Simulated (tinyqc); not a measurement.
MP2 on RHF in the sto-3g basis, frozen core, for OH-, spin multiplicity 1, step by step. The basis has no diffuse functions, so it cannot describe the extra electron: this is an exercise in the method, not the real anion. Computed by tinyqc, a small Python program that keeps every step (integrals from PySCF). Settings: charge = -1, multiplicity = 1, basis = sto-3g, method = RHF, frozen orbitals = 1, energy threshold = 1e-10, iteration cap = 72, orthogonalisation = symmetric, start = core, DIIS depth = 6. Command: `OMP_NUM_THREADS=1 python tinyqc.py 28226 28227 out.jsonl` (the two numbers bound the seeds that draw the settings). One thread of a shared host (Intel(R) Xeon(R) Processor @ 2.60GHz), about 0.1 s of CPU time with the checks. The early iterations of the SCF are left out here.

## One-electron integrals

Geometry (angstrom):

| atom | x | y | z |
|---|---|---|---|
| O | 0.00000 | 0.00000 | 0.00000 |
| H | 0.00000 | 0.00000 | 1.26500 |

Basis sto-3g: exponents (1/bohr^2) and contraction coefficients of normalised primitives:

| element | l (shell) | exponent | coefficient |
|---|---|---|---|
| O | s (1) | 130.70932 | 0.15433 |
| O | s (1) | 23.80886 | 0.53533 |
| O | s (1) | 6.44361 | 0.44463 |
| O | s (2) | 5.03315 | -0.09997 |
| O | s (2) | 1.16960 | 0.39951 |
| O | s (2) | 0.38039 | 0.70012 |
| O | p (3) | 5.03315 | 0.15592 |
| O | p (3) | 1.16960 | 0.60768 |
| O | p (3) | 0.38039 | 0.39196 |
| H | s (1) | 3.42525 | 0.15433 |
| H | s (1) | 0.62391 | 0.53533 |
| H | s (1) | 0.16886 | 0.44463 |

Overlap, kinetic and nuclear-attraction integrals over the contracted functions; the nuclear repulsion is the sum of Za Zb / Rab.

nuclear repulsion = 3.3465752 hartree

overlap S:
```
          1O 1s    1O 2s   1O 2px   1O 2py   1O 2pz    2H 1s
1O 1s   1.00000  0.23670  0.00000  0.00000  0.00000  0.02607
1O 2s   0.23670  1.00000  0.00000  0.00000  0.00000  0.29772
1O 2px  0.00000  0.00000  1.00000  0.00000  0.00000  0.00000
1O 2py  0.00000  0.00000  0.00000  1.00000  0.00000  0.00000
1O 2pz  0.00000  0.00000  0.00000  0.00000  1.00000  0.27782
2H 1s   0.02607  0.29772  0.00000  0.00000  0.27782  1.00000
```

kinetic energy T (hartree):
```
           1O 1s     1O 2s   1O 2px   1O 2py   1O 2pz     2H 1s
1O 1s   29.00320  -0.16801  0.00000  0.00000  0.00000  -0.00820
1O 2s   -0.16801   0.80813  0.00000  0.00000  0.00000   0.02613
1O 2px   0.00000   0.00000  2.52873  0.00000  0.00000   0.00000
1O 2py   0.00000   0.00000  0.00000  2.52873  0.00000   0.00000
1O 2pz   0.00000   0.00000  0.00000  0.00000  2.52873   0.10477
2H 1s   -0.00820   0.02613  0.00000  0.00000  0.10477   0.76003
```

nuclear attraction V (hartree):
```
            1O 1s     1O 2s    1O 2px    1O 2py    1O 2pz     2H 1s
1O 1s   -61.03678  -7.28210   0.00000   0.00000  -0.00889  -0.81980
1O 2s    -7.28210  -9.46958   0.00000   0.00000  -0.11087  -2.06079
1O 2px    0.00000   0.00000  -9.37607   0.00000   0.00000   0.00000
1O 2py    0.00000   0.00000   0.00000  -9.37607   0.00000   0.00000
1O 2pz   -0.00889  -0.11087   0.00000   0.00000  -9.43854  -1.68997
2H 1s    -0.81980  -2.06079   0.00000   0.00000  -1.68997  -4.53723
```

core Hamiltonian H = T + V (hartree):
```
            1O 1s     1O 2s    1O 2px    1O 2py    1O 2pz     2H 1s
1O 1s   -32.03358  -7.45011   0.00000   0.00000  -0.00889  -0.82800
1O 2s    -7.45011  -8.66145   0.00000   0.00000  -0.11087  -2.03467
1O 2px    0.00000   0.00000  -6.84734   0.00000   0.00000   0.00000
1O 2py    0.00000   0.00000   0.00000  -6.84734   0.00000   0.00000
1O 2pz   -0.00889  -0.11087   0.00000   0.00000  -6.90980  -1.58520
2H 1s    -0.82800  -2.03467   0.00000   0.00000  -1.58520  -3.77720
```

## Two-electron integrals

Functions are numbered as in S; the eight-fold symmetry (ij|kl) = (ji|kl) = (kl|ij) leaves the list below.

Two-electron integrals (ij|kl) in chemists' order, unique and non-zero (hartree):
```
(11|11) 4.78507   (21|11) 0.74138   (21|21) 0.13687   (22|11) 1.11895
(22|21) 0.25663   (22|22) 0.81721   (31|31) 0.02448   (32|31) 0.03781
(32|32) 0.18052   (33|11) 1.11581   (33|21) 0.25668   (33|22) 0.81702
(33|33) 0.88016   (41|41) 0.02448   (42|41) 0.03781   (42|42) 0.18052
(43|43) 0.04744   (44|11) 1.11581   (44|21) 0.25668   (44|22) 0.81702
(44|33) 0.78527   (44|44) 0.88016   (51|51) 0.02448   (52|51) 0.03781
(52|52) 0.18052   (53|53) 0.04744   (54|54) 0.04744   (55|11) 1.11581
(55|21) 0.25668   (55|22) 0.81702   (55|33) 0.78527   (55|44) 0.78527
(55|55) 0.88016   (61|11) 0.08250   (61|21) 0.01512   (61|22) 0.02823
(61|33) 0.02818   (61|44) 0.02818   (61|51) 0.00067   (61|52) 0.00127
(61|55) 0.02835   (61|61) 0.00169   (62|11) 0.23045   (62|21) 0.05365
(62|22) 0.19297   (62|33) 0.18951   (62|44) 0.18951   (62|51) 0.00400
(62|52) 0.03251   (62|55) 0.19969   (62|61) 0.00605   (62|62) 0.05981
(63|31) 0.00524   (63|32) 0.03183   (63|53) 0.00649   (63|63) 0.00791
(64|41) 0.00524   (64|42) 0.03183   (64|54) 0.00649   (64|64) 0.00791
(65|11) 0.17887   (65|21) 0.04214   (65|22) 0.16189   (65|33) 0.15484
(65|44) 0.15484   (65|51) 0.00795   (65|52) 0.05716   (65|55) 0.17582
(65|61) 0.00493   (65|62) 0.06108   (65|65) 0.06964   (66|11) 0.41366
(66|21) 0.09781   (66|22) 0.40563   (66|33) 0.39092   (66|44) 0.39092
(66|51) 0.00824   (66|52) 0.09515   (66|55) 0.43461   (66|61) 0.01109
(66|62) 0.16915   (66|65) 0.19753   (66|66) 0.77461
```

## Orthogonalisation

S = U s U^T; symmetric (Loewdin) form X = U s^(-1/2) U^T, so that X^T S X = 1.

eigenvalues of S: 0.56232  0.84253  1.00000  1.00000  1.13694  1.45820

X:
```
           1O 1s     1O 2s   1O 2px   1O 2py    1O 2pz     2H 1s
1O 1s    1.02251  -0.12727  0.00000  0.00000  -0.00416   0.01633
1O 2s   -0.12727   1.06182  0.00000  0.00000   0.03631  -0.17036
1O 2px   0.00000   0.00000  1.00000  0.00000   0.00000   0.00000
1O 2py   0.00000   0.00000  0.00000  1.00000   0.00000   0.00000
1O 2pz  -0.00416   0.03631  0.00000  0.00000   1.03305  -0.15567
2H 1s    0.01633  -0.17036  0.00000  0.00000  -0.15567   1.07157
```

## Iteration 7 (converged): orbitals

converged F (hartree):
```
            1O 1s     1O 2s   1O 2px   1O 2py    1O 2pz     2H 1s
1O 1s   -19.48881  -4.99188  0.00000  0.00000  -0.01542  -0.56191
1O 2s    -4.99188  -1.80849  0.00000  0.00000   0.01351  -0.43607
1O 2px    0.00000   0.00000  0.18848  0.00000   0.00000   0.00000
1O 2py    0.00000   0.00000  0.00000  0.18848   0.00000   0.00000
1O 2pz   -0.01542   0.01351  0.00000  0.00000   0.54293  -0.25439
2H 1s    -0.56191  -0.43607  0.00000  0.00000  -0.25439   0.08185
```

Diagonalise F' = X^T F X, C = X C', fill 5 alpha and 5 beta electrons from the bottom; D = 2 C_occ C_occ^T. Each column has its largest component positive (the first on a tie).

F' = X^T F X (hartree):
```
           1         2        3        4         5         6
1  -19.12292  -2.63930  0.00000  0.00000  -0.04131  -0.03360
2   -2.63930  -0.86465  0.00000  0.00000   0.11392  -0.29507
3    0.00000   0.00000  0.18848  0.00000   0.00000   0.00000
4    0.00000   0.00000  0.00000  0.18848   0.00000   0.00000
5   -0.04131   0.11392  0.00000  0.00000   0.66734  -0.41004
6   -0.03360  -0.29507  0.00000  0.00000  -0.41004   0.30244
```

orbital energies (hartree): MO1 -19.49710, MO2 -0.58414, MO3 0.08412, MO4 0.18848, MO5 0.18848, MO6 0.97933

coefficients C:
```
             MO1       MO2       MO3       MO4      MO5       MO6
1O 1s    0.99459  -0.25199   0.07654   0.00000  0.00000  -0.05873
1O 2s    0.02236   0.96214  -0.38723   0.00000  0.00000   0.31279
1O 2px   0.00000   0.00000   0.00000   0.99620  0.08707   0.00000
1O 2py   0.00000   0.00000   0.00000  -0.08707  0.99620   0.00000
1O 2pz   0.00175  -0.00095   0.48109   0.00000  0.00000   0.92807
2H 1s   -0.00386   0.17177   0.77159   0.00000  0.00000  -0.75956
```

D after iteration 7:
```
           1O 1s     1O 2s   1O 2px   1O 2py    1O 2pz     2H 1s
1O 1s    2.11713  -0.49969  0.00000  0.00000   0.07759   0.02385
1O 2s   -0.49969   2.15232  0.00000  0.00000  -0.37433  -0.26720
1O 2px   0.00000   0.00000  2.00000  0.00000   0.00000   0.00000
1O 2py   0.00000   0.00000  0.00000  2.00000   0.00000   0.00000
1O 2pz   0.07759  -0.37433  0.00000  0.00000   0.46291   0.74207
2H 1s    0.02385  -0.26720  0.00000  0.00000   0.74207   1.24973
```

Within a degenerate level the vectors are fixed only up to a rotation; this is one choice.

## Convergence

Stop when the energy changes by less than 1e-10 hartree and every element of the error matrix X^T (F D S - S D F) X is below 3e-06.

Course of the cycle:

| iteration | E (hartree) | change | largest element of the error matrix |
|---|---|---|---|
| 1 | -72.9372989 | - | 5.27e-01 |
| 2 | -73.9844243 | -1.05e+00 | 2.25e-01 |
| 3 | -74.0428398 | -5.84e-02 | 6.59e-02 |
| 4 | -74.0473784 | -4.54e-03 | 5.05e-03 |
| 5 | -74.0473930 | -1.46e-05 | 7.85e-04 |
| 6 | -74.0473934 | -4.26e-07 | 3.45e-06 |
| 7 | -74.0473934 | -6.93e-12 | 6.59e-08 |

PySCF RHF in the same basis = -74.0473934 hartree

Converged in 7 iterations.

## Integrals over molecular orbitals

(pq|rs) = sum C_ip C_jq C_kr C_ls (ij|kl), one index at a time.

one-electron integrals over orbitals h = C^T H C (hartree):
```
           1         2         3         4         5         6
1  -32.01699   0.61411  -0.17935   0.00000   0.00000   0.13984
2    0.61411  -7.15115   0.66658   0.00000   0.00000  -0.69685
3   -0.17935   0.66658  -4.91098   0.00000   0.00000  -1.56309
4    0.00000   0.00000   0.00000  -6.84734   0.00000   0.00000
5    0.00000   0.00000   0.00000   0.00000  -6.84734   0.00000
6    0.13984  -0.69685  -1.56309   0.00000   0.00000  -5.75042
```

Two-electron integrals over orbitals (pq|rs), unique and non-zero (hartree); the lowest 1 orbital is frozen and left out:
```
(22|22) 0.74455    (32|22) -0.06802   (32|32) 0.11403    (33|22) 0.55336
(33|32) 0.02654    (33|33) 0.61391    (42|42) 0.16063    (43|42) -0.03913
(43|43) 0.02708    (44|22) 0.77440    (44|32) -0.09486   (44|33) 0.53335
(44|44) 0.88016    (52|52) 0.16063    (53|52) -0.03913   (53|53) 0.02708
(54|54) 0.04744    (55|22) 0.77440    (55|32) -0.09486   (55|33) 0.53335
(55|44) 0.78527    (55|55) 0.88016    (62|22) 0.07331    (62|32) 0.05560
(62|33) 0.00150    (62|44) 0.07756    (62|55) 0.07756    (62|62) 0.11243
(63|22) 0.16239    (63|32) -0.10469   (63|33) -0.01983   (63|44) 0.18237
(63|55) 0.18237    (63|62) 0.01733    (63|63) 0.18547    (64|42) 0.02893
(64|43) 0.01511    (64|64) 0.03798    (65|52) 0.02893    (65|53) 0.01511
(65|65) 0.03798    (66|22) 0.67550    (66|32) 5.13e-06   (66|33) 0.60422
(66|44) 0.67042    (66|55) 0.67042    (66|62) 0.07567    (66|63) 0.08137
(66|66) 0.70599
```

## Second-order Moller-Plesset energy

Hartree-Fock energy = -74.0473934 hartree

E2 = sum_ijab (ia|jb) [2 (ia|jb) - (ib|ja)] / (e_i + e_j - e_a - e_b) over occupied i, j and virtual a, b; the opposite-spin part is (ia|jb)^2 / denominator, the rest is same-spin, and SCS-MP2 scales them by 6/5 and 1/3.

Terms:

| i | j | a | b | (ia\|jb) | (ib\|ja) | denominator | term |
|---|---|---|---|---|---|---|---|
| 3 | 3 | 6 | 6 | 0.18547 | 0.18547 | -1.79042 | -0.01921 |
| 2 | 2 | 6 | 6 | 0.11243 | 0.11243 | -3.12694 | -0.00404 |
| 4 | 4 | 6 | 6 | 0.03798 | 0.03798 | -1.58172 | -0.00091 |
| 5 | 5 | 6 | 6 | 0.03798 | 0.03798 | -1.58172 | -0.00091 |
| 3 | 2 | 6 | 6 | 0.01733 | 0.01733 | -2.45868 | -0.00012 |
| 2 | 3 | 6 | 6 | 0.01733 | 0.01733 | -2.45868 | -0.00012 |

Pair energies (hartree; pair i-j sums ij and ji):

| pair | opposite spin | same spin |
|---|---|---|
| 2-2 | -0.00404 | 0.00000 |
| 3-2 | -0.00024 | 0.00000 |
| 3-3 | -0.01921 | 0.00000 |
| 4-4 | -0.00091 | 0.00000 |
| 5-5 | -0.00091 | 0.00000 |

MP2 correlation energy = -0.0253243 hartree

SCS-MP2 correlation energy = -0.0303892 hartree

MP2 total energy = -74.0727178 hartree
